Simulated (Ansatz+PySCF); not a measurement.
## singlet HCl: levels of theory in one basis

```yaml
atoms:
  - { symbol: H, position_ang: [0.0000, 0.0000, -1.3959] }
  - { symbol: Cl, position_ang: [0.0000, 0.0000, 0.0821] }
```

Basis set: 6-31G (spherical functions). Correlated methods keep 5 orbitals frozen. Charge 0, multiplicity 1.

Computed with Ansatz (development build ahead of 0.2.0); each method stands on the lowest determinant of its kind that the runs found.

| method | E − E(RHF) (eV) | <S²> of the determinant |
| --- | --- | --- |
| RHF | 0.00 | 0.00 |
| RHF-CCSD | -1.75 | – |
| RHF-CCSD(T) | -1.76 | – |
| full CI (lowest root of this spin) | -1.77 | – |

(1) What does RHF-MP2 give on the same scale?

(2) Is a single determinant a sound starting point here?

## Answers

(1) -1.43 eV.

(2) By this sign, yes. Unrestricted orbitals gain 0.00 eV and <S²> is 0.00 against 0.00 for a pure state.
